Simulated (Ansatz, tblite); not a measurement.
**C₂H₆Si: isomers side by side**

Aim: relax some chosen isomers of C₂H₆Si, and see how the levels of theory order them.

Program: Ansatz 0.2.0, Gaussian basis. Level of theory: relaxed with PBE0-D4/def2-TZVP, singlet. These are calculated values, not measurements.

2 further runs of the same task are left out: 2 set aside as unsound or not needed.

## (1) Where the work starts

9 atoms, charge 0, spin multiplicity 1.

Atoms are counted from 1 here; the program's logs count them from 0.

Bond lengths: C1–C2 1.324 Å, C1–Si3 1.884 Å, C1–H4 1.084 Å, C2–H5 1.079 Å, C2–H6 1.081 Å, Si3–H7 1.465 Å, Si3–H8 1.464 Å, Si3–H9 1.465 Å. Angles: C2–C1–Si3 124.3°, C2–C1–H4 117.9°, Si3–C1–H4 117.8°, C1–C2–H5 121.6°, C1–C2–H6 122.8°, H5–C2–H6 115.6°, C1–Si3–H7 109.8°, C1–Si3–H8 108.5°, C1–Si3–H9 109.8°, H7–Si3–H8 109.8°, H7–Si3–H9 109.2°, H8–Si3–H9 109.8°.

As a file:

```xyz
9
charge 0, multiplicity 1
C    -0.1920    0.3085    0.6229
C     0.3659   -0.6313    1.3700
Si   -0.1768    0.3161   -1.2614
H    -0.6906    1.1279    1.1276
H     0.8760   -1.4744    0.9309
H     0.3422   -0.6116    2.4501
H     1.2056    0.3213   -1.7465
H    -0.8692    1.5199   -1.7260
H    -0.8611   -0.8764   -1.7676
```

The isomers as started, chosen beforehand: A: Si(vinyl)H3; B: SiMe2. The structure above is A.

## (2) Relaxing candidate A

in.yaml

```yaml
crystal:
  periodic: [false, false, false]
  atoms:
    - {symbol: C, position_ang: [-0.191950, 0.308490, 0.622900]}
    - {symbol: C, position_ang: [0.365850, -0.631300, 1.369960]}
    - {symbol: Si, position_ang: [-0.176760, 0.316070, -1.261420]}
    - {symbol: H, position_ang: [-0.690650, 1.127900, 1.127610]}
    - {symbol: H, position_ang: [0.875990, -1.474390, 0.930930]}
    - {symbol: H, position_ang: [0.342230, -0.611560, 2.450050]}
    - {symbol: H, position_ang: [1.205630, 0.321280, -1.746530]}
    - {symbol: H, position_ang: [-0.869240, 1.519950, -1.725950]}
    - {symbol: H, position_ang: [-0.861100, -0.876430, -1.767560]}
basis:
  gaussian: {orbitals: def2-TZVP}
hamiltonian: {xc: pbe0, dispersion: d4}
scf: {lower_state_search: "off"}
output: {orbitals: {seedname: orbitals}}
relax: {f_tol: 0.02, max_steps: 100}
```

Started as:

```
$ ansatz run in.yaml --threads 2 --pin off --events-out ev --progress --plain --max-ram 4352MiB
```

Log (excerpt; [...] marks lines left out):

```text
Functional definition: PBE0
  name "PBE0"
  cite "Adamo & Barone, J. Chem. Phys. 110, 6158 (1999) doi:10.1063/1.478522"
  cite "Perdew, Burke & Ernzerhof, Phys. Rev. Lett. 77, 3865 (1996) doi:10.1103/PhysRevLett.77.3865"
  parent pbe
[...]
892 factors; their error is unknown
[...]
mean field -10043.36978212 eV, -369.0870318522 hartree, gradient 5.2e-6 eV, S^2 0.000000; 0 other end points of the search recorded, 0 dependent functions left out
[...]
reference -10043.36981267 eV, -369.0870329750 hartree; 16, 16 occupied and 119, 119 virtual orbitals, 892 factors
relax step   1: F+E_penalty+E_count = -10043.49210852 eV  Δ(F+E_penalty+E_count) = +0.000e0 eV  max|allowed force component| = 8.667e-1 eV/Å  Δτ_max = 0.0000 Å  (16 SCF iters, accepted)
[...]
relax step   5: F+E_penalty+E_count = -10043.51610600 eV  Δ(F+E_penalty+E_count) = -1.091e-3 eV  max|allowed force component| = 2.144e-1 eV/Å  Δτ_max = 0.0979 Å  (19 SCF iters, accepted)
[...]
relax step   9: F+E_penalty+E_count = -10043.56400945 eV  Δ(F+E_penalty+E_count) = -3.004e-2 eV  max|allowed force component| = 7.317e-2 eV/Å  Δτ_max = 0.2000 Å  (19 SCF iters, accepted)
[...]
relax step  13: F+E_penalty+E_count = -10043.52978500 eV  Δ(F+E_penalty+E_count) = +4.828e-2 eV  max|allowed force component| = 6.508e-1 eV/Å  Δτ_max = 0.1500 Å  (19 SCF iters, rejected (line search))
[...]
relax step  16: F+E_penalty+E_count = -10043.58032138 eV  Δ(F+E_penalty+E_count) = -1.097e-5 eV  max|allowed force component| = 2.938e-2 eV/Å  Δτ_max = 0.0117 Å  (20 SCF iters, accepted)
[...]
relax step  17: F+E_penalty+E_count = -10043.58037099 eV  Δ(F+E_penalty+E_count) = -4.961e-5 eV  max|allowed force component| = 2.258e-3 eV/Å  Δτ_max = 0.0025 Å  (21 SCF iters, accepted)
Total energy: -10043.58040161 eV, -369.0947719758 hartree
Atom 0 at    -0.382322     0.126988     0.609024 Å, force     0.000068     0.000229    -0.000539 eV/Å
Atom 1 at     0.532991    -0.461744     1.373691 Å, force    -0.002258     0.000698     0.001114 eV/Å
Atom 2 at    -0.219837     0.276341    -1.237098 Å, force     0.000952    -0.000424    -0.000995 eV/Å
Atom 3 at    -1.266731     0.539263     1.093002 Å, force     0.000526    -0.000244     0.000701 eV/Å
Atom 4 at     1.437341    -0.892892     0.953240 Å, force     0.001211    -0.000571    -0.001221 eV/Å
Atom 5 at     0.422704    -0.540679     2.451781 Å, force     0.000164     0.000024     0.000269 eV/Å
Atom 6 at     1.056721    -0.356065    -1.663005 Å, force    -0.000207     0.000186     0.000567 eV/Å
Atom 7 at    -0.225186     1.704591    -1.655658 Å, force    -0.000166     0.000356     0.000112 eV/Å
Atom 8 at    -1.355681    -0.395791    -1.924988 Å, force    -0.000290    -0.000252    -0.000007 eV/Å
Dipole moment:     0.003583    -0.022242     0.158703 e Å
Checks for a lower state left out: stability, starts, cluster_reference, orbital_swaps, neighbouring_geometries, increment
```

Run time: 14 s. Hardware: 2 threads of AMD EPYC 9R45, shared host.

Relaxation path: (the energy doesn't fall at every step)

| step | energy from step 1 (eV) | largest force component (eV/Å) |
| --- | --- | --- |
| 1 | 0.0000 | 0.8667 |
| 2 | -0.0207 | 0.2832 |
| 3 | -0.0224 | 0.0804 |
| 4 | -0.0229 | 0.0754 |
| 5 | -0.0240 | 0.2144 |
| 6 | -0.0257 | 0.2867 |
| 7 | -0.0274 | 0.4898 |
| 8 | -0.0419 | 0.3002 |
| 9 | -0.0719 | 0.0732 |
| 10 | -0.0679 | 0.1701 |
| 11 | -0.0813 | 0.0286 |
| 12 | -0.0860 | 0.0881 |
| 13 | -0.0377 | 0.6508 |
| 14 | -0.0878 | 0.0128 |
| 15 | -0.0882 | 0.0214 |
| 16 | -0.0882 | 0.0294 |
| 17 | -0.0883 | 0.0023 |

The force was under the threshold of 0.02 eV/Å already at step 14, but the program went on to step 17.

Close pairs (by a distance rule), those that changed most:

| bond | before (Å) | after (Å) | change (Å) |
| --- | --- | --- | --- |
| C1–Si3 | 1.884 | 1.859 | -0.025 |
| Si3–H8 | 1.464 | 1.488 | +0.024 |
| Si3–H9 | 1.465 | 1.488 | +0.023 |
| Si3–H7 | 1.465 | 1.487 | +0.022 |
| C2–H5 | 1.079 | 1.087 | +0.008 |
| C1–C2 | 1.324 | 1.330 | +0.006 |
| C2–H6 | 1.081 | 1.087 | +0.006 |
| C1–H4 | 1.084 | 1.089 | +0.005 |

## (3) Relaxing candidate B

in.yaml

```yaml
crystal:
  periodic: [false, false, false]
  atoms:
    - {symbol: C, position_ang: [1.461870, -0.015910, -0.036860]}
    - {symbol: C, position_ang: [-1.461920, 0.015870, -0.033360]}
    - {symbol: Si, position_ang: [-0.001340, 0.011450, -1.288740]}
    - {symbol: H, position_ang: [1.445300, -0.920370, 0.572300]}
    - {symbol: H, position_ang: [1.423980, 0.836260, 0.642740]}
    - {symbol: H, position_ang: [2.425990, 0.015410, -0.541030]}
    - {symbol: H, position_ang: [-1.455220, 0.919550, 0.577050]}
    - {symbol: H, position_ang: [-1.412680, -0.836710, 0.644780]}
    - {symbol: H, position_ang: [-2.425970, -0.025560, -0.536870]}
basis:
  gaussian: {orbitals: def2-TZVP}
hamiltonian: {xc: pbe0, dispersion: d4}
scf: {lower_state_search: "off"}
output: {orbitals: {seedname: orbitals}}
relax: {f_tol: 0.02, max_steps: 100}
```

The command is unchanged.

Log (excerpt; [...] marks lines left out):

```text
Functional definition: PBE0
  name "PBE0"
  cite "Adamo & Barone, J. Chem. Phys. 110, 6158 (1999) doi:10.1063/1.478522"
  cite "Perdew, Burke & Ernzerhof, Phys. Rev. Lett. 77, 3865 (1996) doi:10.1103/PhysRevLett.77.3865"
  parent pbe
[...]
892 factors; their error is unknown
[...]
mean field -10043.08036465 eV, -369.0763959566 hartree, gradient 9.8e-7 eV, S^2 0.000000; 0 other end points of the search recorded, 0 dependent functions left out
[...]
reference -10043.08039384 eV, -369.0763970293 hartree; 16, 16 occupied and 119, 119 virtual orbitals, 892 factors
relax step   1: F+E_penalty+E_count = -10043.20575451 eV  Δ(F+E_penalty+E_count) = +0.000e0 eV  max|allowed force component| = 5.450e-1 eV/Å  Δτ_max = 0.0000 Å  (17 SCF iters, accepted)
[...]
Atom 0 at     1.426325    -0.012358    -0.049407 Å, force     0.002437     0.009979     0.000421 eV/Å
Atom 1 at    -1.426298     0.010987    -0.046376 Å, force    -0.002550    -0.008707     0.000305 eV/Å
Atom 2 at    -0.001243     0.009063    -1.299961 Å, force    -0.000096    -0.000294    -0.001303 eV/Å
Atom 3 at     1.364165    -0.922561     0.561615 Å, force     0.003235    -0.001614    -0.003549 eV/Å
Atom 4 at     1.337424     0.830455     0.647765 Å, force     0.004657    -0.005316    -0.000365 eV/Å
Atom 5 at     2.411376     0.022396    -0.516745 Å, force     0.005170    -0.001557     0.004149 eV/Å
Atom 6 at    -1.368322     0.921069     0.565636 Å, force    -0.003083     0.001285    -0.003449 eV/Å
Atom 7 at    -1.331377    -0.831959     0.649502 Å, force    -0.004732     0.004957    -0.000343 eV/Å
Atom 8 at    -2.412041    -0.027102    -0.512018 Å, force    -0.005037     0.001266     0.004134 eV/Å
Dipole moment:     0.000265    -0.002225     0.292858 e Å
Checks for a lower state left out: stability, starts, cluster_reference, orbital_swaps, neighbouring_geometries, increment
```

It took 3.2 s on 2 threads of AMD EPYC 9R45, shared host.

Along the way:

| step | energy from step 1 (eV) | largest force component (eV/Å) |
| --- | --- | --- |
| 1 | 0.0000 | 0.5450 |
| 2 | -0.0220 | 0.3129 |
| 3 | -0.0252 | 0.0853 |
| 4 | -0.0259 | 0.0100 |

Close pairs (by a distance rule), those that changed most:

| bond | before (Å) | after (Å) | change (Å) |
| --- | --- | --- | --- |
| C2–Si3 | 1.926 | 1.898 | -0.028 |
| C1–Si3 | 1.926 | 1.898 | -0.028 |
| C2–H7 | 1.091 | 1.098 | +0.008 |
| C1–H4 | 1.091 | 1.098 | +0.007 |
| C1–H5 | 1.091 | 1.097 | +0.007 |
| C2–H8 | 1.091 | 1.097 | +0.007 |
| C2–H9 | 1.088 | 1.091 | +0.002 |
| C1–H6 | 1.088 | 1.091 | +0.002 |

## (4) The relaxed candidates

| candidate | point group | bonds (count, mean Å) | energy above the lowest (kJ/mol) |
| --- | --- | --- | --- |
| A | Cs | C–C 1, 1.33; C–Si 1, 1.86; H–Si 3, 1.49; C–H 3, 1.09 | 0.0 |
| B | C2v | C–Si 2, 1.90; C–H 6, 1.10 | 33.6 |

## (5) Candidate B, first pass, PBE0-D4/def2-SVP

start.molden holds the orbitals of an earlier run on this state, given as this run's starting guess.

in.yaml

```yaml
crystal:
  periodic: [false, false, false]
  atoms:
    - {symbol: C, position_ang: [1.426325, -0.012358, -0.049407]}
    - {symbol: C, position_ang: [-1.426298, 0.010987, -0.046376]}
    - {symbol: Si, position_ang: [-0.001243, 0.009063, -1.299961]}
    - {symbol: H, position_ang: [1.364165, -0.922561, 0.561615]}
    - {symbol: H, position_ang: [1.337424, 0.830455, 0.647765]}
    - {symbol: H, position_ang: [2.411376, 0.022396, -0.516745]}
    - {symbol: H, position_ang: [-1.368322, 0.921069, 0.565636]}
    - {symbol: H, position_ang: [-1.331377, -0.831959, 0.649502]}
    - {symbol: H, position_ang: [-2.412041, -0.027102, -0.512018]}
basis:
  gaussian: {orbitals: def2-SVP, initial_orbitals: start.molden}
hamiltonian: {xc: pbe0, dispersion: d4}
output: {orbitals: {seedname: orbitals}}
```

Launched as before.

Log:

```text
Functional definition: PBE0
  name "PBE0"
  cite "Adamo & Barone, J. Chem. Phys. 110, 6158 (1999) doi:10.1063/1.478522"
  cite "Perdew, Burke & Ernzerhof, Phys. Rev. Lett. 77, 3865 (1996) doi:10.1103/PhysRevLett.77.3865"
  parent pbe
  parameter a = 0.25
  parameter kappa = 0.804
  parameter beta = 0.06672455060314922
  exchange = (1 - a)*pbe_x(kappa = kappa, mu = beta*pi^2/3) + a*exact_x
  correlation = pbe_c(beta = beta)
860 factors; their error is unknown
mean field evaluation 1: about -10037.8874 eV, gradient 4.5e0 eV
mean field evaluation 2: about -10037.9449 eV, gradient 4.4e-2 eV
mean field evaluation 4: about -10037.9957 eV, gradient 6.2e-5 eV
mean field evaluation 8: about -10037.9096 eV, gradient 3.2e0 eV
mean field evaluation 16: about -10037.9957 eV, gradient 6.7e-4 eV
mean field -10037.99568341 eV, -368.8895373675 hartree, gradient 6.3e-5 eV, S^2 0.000000; 1 other end points of the search recorded, 0 dependent functions left out
reference -10037.99570800 eV, -368.8895382711 hartree; 16, 16 occupied and 60, 60 virtual orbitals, 860 factors
Total energy: -10038.12261941 eV, -368.8942021793 hartree
```

Wall time 0.5 s (2 threads of AMD EPYC 9R45, shared host).

From the report: HOMO -5.87 eV, LUMO -2.07 eV.

## (6) Candidate B, GFN1-xTB

Tight binding, by tblite at 300 K electronic temperature and without a spin-polarisation term:

```python
tblite.interface.Calculator('GFN1-xTB', numbers, positions, charge=0, uhf=0).singlepoint()
```

Energy -251.0740 eV, HOMO -9.63 eV, LUMO -6.98 eV; 0.004 s.

## (7) Candidate B, GFN2-xTB

Tight binding, by tblite at 300 K electronic temperature and without a spin-polarisation term:

```python
tblite.interface.Calculator('GFN2-xTB', numbers, positions, charge=0, uhf=0).singlepoint()
```

Energy -244.7278 eV, HOMO -8.56 eV, LUMO -6.19 eV; 0.002 s.

## (8) Candidate B, PBE0-D4/def2-TZVP

in.yaml, as its differences from that of step 5:

```diff
@@ -13,4 +13,5 @@
 basis:
-  gaussian: {orbitals: def2-SVP, initial_orbitals: start.molden}
+  gaussian: {orbitals: def2-TZVP, initial_orbitals: start.molden}
 hamiltonian: {xc: pbe0, dispersion: d4}
+scf: {omitted_lower_state_checks: [starts]}
 output: {orbitals: {seedname: orbitals}}
```

Launched as before.

Log:

```text
Functional definition: PBE0
  name "PBE0"
  cite "Adamo & Barone, J. Chem. Phys. 110, 6158 (1999) doi:10.1063/1.478522"
  cite "Perdew, Burke & Ernzerhof, Phys. Rev. Lett. 77, 3865 (1996) doi:10.1103/PhysRevLett.77.3865"
  parent pbe
  parameter a = 0.25
  parameter kappa = 0.804
  parameter beta = 0.06672455060314922
  exchange = (1 - a)*pbe_x(kappa = kappa, mu = beta*pi^2/3) + a*exact_x
  correlation = pbe_c(beta = beta)
these checks for a lower state are left out or cut short: starts
892 factors; their error is unknown
mean field evaluation 1: about -10041.4671 eV, gradient 8.9e1 eV
mean field evaluation 2: about -10043.0704 eV, gradient 1.8e0 eV
mean field evaluation 4: about -10043.1047 eV, gradient 2.9e-1 eV
mean field evaluation 8: about -10043.1048 eV, gradient 1.4e-5 eV
mean field -10043.10479490 eV, -369.0772937517 hartree, gradient 1.4e-5 eV, S^2 0.000000; 0 other end points of the search recorded, 0 dependent functions left out
reference -10043.10482370 eV, -369.0772948101 hartree; 16, 16 occupied and 119, 119 virtual orbitals, 892 factors
Total energy: -10043.23173511 eV, -369.0819587183 hartree
Checks for a lower state left out: starts
```

It took 0.75 s on 2 threads of AMD EPYC 9R45, shared host.

HOMO -5.92 eV, LUMO -2.11 eV.

## (9) Candidate B, PBE-D4/def2-TZVP

in.yaml, as its differences from that of step 8:

```diff
@@ -14,4 +14,4 @@
   gaussian: {orbitals: def2-TZVP, initial_orbitals: start.molden}
-hamiltonian: {xc: pbe0, dispersion: d4}
+hamiltonian: {xc: pbe, dispersion: d4}
 scf: {omitted_lower_state_checks: [starts]}
-output: {orbitals: {seedname: orbitals}}
+output: {forces: true, orbitals: {seedname: orbitals}}
```

Launched as before.

Log (excerpt; [...] marks lines left out):

```text
Functional definition: PBE
  name "PBE"
  cite "Perdew, Burke & Ernzerhof, Phys. Rev. Lett. 77, 3865 (1996) doi:10.1103/PhysRevLett.77.3865"
  parent pbe
[...]
876 factors; their error is unknown
[...]
mean field -10041.93469555 eV, -369.0342933936 hartree, gradient 1.5e-5 eV, S^2 0.000000; 0 other end points of the search recorded, 0 dependent functions left out
[...]
reference -10041.93473443 eV, -369.0342948224 hartree; 16, 16 occupied and 119, 119 virtual orbitals, 876 factors
Total energy: -10042.08725144 eV, -369.0398997193 hartree
Atom 0 at     1.426325    -0.012358    -0.049407 Å, force    -0.017302     0.015674    -0.062706 eV/Å
Atom 1 at    -1.426298     0.010987    -0.046376 Å, force     0.017250    -0.015990    -0.062751 eV/Å
Atom 2 at    -0.001243     0.009063    -1.299961 Å, force    -0.000388     0.002228    -0.278841 eV/Å
Atom 3 at     1.364165    -0.922561     0.561615 Å, force    -0.007058    -0.190719     0.135503 eV/Å
Atom 4 at     1.337424     0.830455     0.647765 Å, force    -0.011102     0.169402     0.158365 eV/Å
Atom 5 at     2.411376     0.022396    -0.516745 Å, force     0.218772     0.005105    -0.091923 eV/Å
Atom 6 at    -1.368322     0.921069     0.565636 Å, force     0.006321     0.190183     0.135323 eV/Å
Atom 7 at    -1.331377    -0.831959     0.649502 Å, force     0.012294    -0.170034     0.158590 eV/Å
Atom 8 at    -2.412041    -0.027102    -0.512018 Å, force    -0.218787    -0.005849    -0.091561 eV/Å
Dipole moment:     0.000260    -0.002144     0.291737 e Å
Checks for a lower state left out: starts
```

Run time: 0.95 s. Hardware: 2 threads of AMD EPYC 9R45, shared host.

Report: HOMO -4.90 eV, LUMO -2.98 eV.

## (10) Candidate B, r2SCAN-D4/def2-TZVP

in.yaml, as its differences from that of step 9:

```diff
@@ -14,4 +14,4 @@
   gaussian: {orbitals: def2-TZVP, initial_orbitals: start.molden}
-hamiltonian: {xc: pbe, dispersion: d4}
+hamiltonian: {xc: r2scan, dispersion: d4}
 scf: {omitted_lower_state_checks: [starts]}
-output: {forces: true, orbitals: {seedname: orbitals}}
+output: {orbitals: {seedname: orbitals}}
```

The command is unchanged.

Log:

```text
Functional definition: r2SCAN
  name "r2SCAN"
  cite "Furness, Kaplan, Ning, Perdew & Sun, J. Phys. Chem. Lett. 11, 8208 (2020) doi:10.1021/acs.jpclett.0c02405"
  cite "Furness, Kaplan, Ning, Perdew & Sun, J. Phys. Chem. Lett. 11, 9248 (2020) doi:10.1021/acs.jpclett.0c03077"
  parent r2scan
  parameter k0 = 0.174
  parameter k1 = 0.065
  parameter a1 = 4.9479
  exchange = r2scan_x(k0 = k0, k1 = k1, a1 = a1)
  correlation = r2scan_c
these checks for a lower state are left out or cut short: starts
876 factors; their error is unknown
mean field evaluation 1: about -10046.9458 eV, gradient 5.1e0 eV
mean field evaluation 2: about -10046.9709 eV, gradient 3.2e-2 eV
mean field evaluation 4: about -10046.9504 eV, gradient 1.5e-4 eV
mean field -10046.95040855 eV, -369.2186174468 hartree, gradient 2.6e-5 eV, S^2 0.000000; 0 other end points of the search recorded, 0 dependent functions left out
reference -10046.95041944 eV, -369.2186178470 hartree; 16, 16 occupied and 119, 119 virtual orbitals, 876 factors
Total energy: -10046.98605481 eV, -369.2199274226 hartree
Checks for a lower state left out: starts
```

It took 1.3 s on 2 threads of AMD EPYC 9R45, shared host.

HOMO -5.07 eV, LUMO -2.83 eV.

## (11) Candidate B, ωB97M-V/def2-TZVP

in.yaml, as its differences from that of step 10:

```diff
@@ -14,3 +14,3 @@
   gaussian: {orbitals: def2-TZVP, initial_orbitals: start.molden}
-hamiltonian: {xc: r2scan, dispersion: d4}
+hamiltonian: {xc: {name: wB97M-V}}
 scf: {omitted_lower_state_checks: [starts]}
```

The command is unchanged.

Log (excerpt; [...] marks lines left out):

```text
Functional definition: wB97M-V
  name "wB97M-V"
  cite "Mardirossian & Head-Gordon, J. Chem. Phys. 144, 214110 (2016) doi:10.1063/1.4952647"
  cite "Becke, J. Chem. Phys. 107, 8554 (1997) doi:10.1063/1.475007"
  cite "Vydrov & Van Voorhis, J. Chem. Phys. 133, 244103 (2010) doi:10.1063/1.3521275"
  # Of w^i u^j: cxij and so on, Table III.
[...]
  gx(w, u) = 1 - cx + cx01*u + cx10*w
  gss(w, u) = css00 + css04*u^4 + css10*w + css20*w^2 + css43*w^4*u^3
  gos(w, u) = cos00 + cos10*w + (cos20 + cos21*u)*w^2 + (cos60 + cos61*u)*w^6
[...]
      + integral(e_c_pw_mod_opposite_spin*gos(b97_w_opposite, b97_u_opposite)) + vv10(b, c)
[...]
876 factors; their error is unknown
256 factors; integrals over basis functions are off by at most 1.0e-5 eV
[...]
mean field -10047.25788177 eV, -369.2299168791 hartree, gradient 2.1e-5 eV, S^2 0.000000; 0 other end points of the search recorded, 0 dependent functions left out
reference -10047.25792616 eV, -369.2299185103 hartree; 16, 16 occupied and 119, 119 virtual orbitals, 876 factors
Total energy: -10047.25792616 eV, -369.2299185103 hartree
Checks for a lower state left out: starts
```

Run time: 2.4 s. Hardware: 2 threads of AMD EPYC 9R45, shared host.

HOMO -8.00 eV, LUMO -0.14 eV.

## (12) Candidate B, LC-ωPBE/def2-TZVP

in.yaml, as its differences from that of step 11:

```diff
@@ -14,3 +14,3 @@
   gaussian: {orbitals: def2-TZVP, initial_orbitals: start.molden}
-hamiltonian: {xc: {name: wB97M-V}}
+hamiltonian: {xc: {name: LC-wPBE}}
 scf: {omitted_lower_state_checks: [starts]}
```

Launched as before.

Log (excerpt; [...] marks lines left out):

```text
Functional definition: LC-wPBE
  name "LC-wPBE"
  cite "Vydrov & Scuseria, J. Chem. Phys. 125, 234109 (2006) doi:10.1063/1.2409292"
  cite "Heyd & Scuseria, J. Chem. Phys. 120, 7274 (2004) doi:10.1063/1.1668634"
  cite "Ernzerhof & Perdew, J. Chem. Phys. 109, 3313 (1998) doi:10.1063/1.476928"
  cite "Perdew, Burke & Ernzerhof, Phys. Rev. Lett. 77, 3865 (1996) doi:10.1103/PhysRevLett.77.3865"
  parent pbe
[...]
876 factors; their error is unknown
327 factors; integrals over basis functions are off by at most 1.9e-5 eV
[...]
mean field -10045.23672173 eV, -369.1556406175 hartree, gradient 9.8e-6 eV, S^2 0.000000; 0 other end points of the search recorded, 0 dependent functions left out
reference -10045.23672173 eV, -369.1556406177 hartree; 16, 16 occupied and 119, 119 virtual orbitals, 876 factors
Total energy: -10045.23672173 eV, -369.1556406177 hartree
Checks for a lower state left out: starts
```

Wall time 0.85 s (2 threads of AMD EPYC 9R45, shared host).

HOMO -8.46 eV, LUMO 0.11 eV.

## (13) Candidate B, PBE-QIDH/def2-TZVP

in.yaml, as its differences from that of step 12:

```diff
@@ -14,4 +14,3 @@
   gaussian: {orbitals: def2-TZVP, initial_orbitals: start.molden}
-hamiltonian: {xc: {name: LC-wPBE}}
+hamiltonian: {xc: {name: PBE-QIDH}}
 scf: {omitted_lower_state_checks: [starts]}
-output: {orbitals: {seedname: orbitals}}
```

Same command.

Log (excerpt; [...] marks lines left out):

```text
Functional definition: PBE-QIDH
  name "PBE-QIDH"
  cite "Brémond, Sancho-García, Pérez-Jiménez & Adamo, J. Chem. Phys. 141, 031101 (2014) doi:10.1063/1.4890314"
  cite "Perdew, Burke & Ernzerhof, Phys. Rev. Lett. 77, 3865 (1996) doi:10.1103/PhysRevLett.77.3865"
[...]
908 factors; integrals over basis functions are off by at most 1.1e-3 eV
[...]
mean field -10035.65586282 eV, -368.8035505468 hartree, gradient 2.3e-6 eV, S^2 0.000000; 0 other end points of the search recorded, 0 dependent functions left out; unrestricted orbitals would lower it
7 core orbitals not correlated: weight in the atoms' cores, before any rotation towards them, 1.000 or more for the frozen orbitals, at most 0.000 for the correlated occupied ones
reference -10035.65587443 eV, -368.8035509736 hartree; 9, 9 occupied and 119, 119 virtual orbitals, 908 factors
second order -13.74008573 eV of doubles, -0.00000000 eV of singles
Total energy: -10040.23590301 eV, -368.9718639193 hartree
Checks for a lower state left out: starts
```

Run time: 1.3 s. Hardware: 2 threads of AMD EPYC 9R45, shared host.

 Doubts: restricted state is unstable towards broken spin symmetry.

(Part 1 of 2 ends here.)
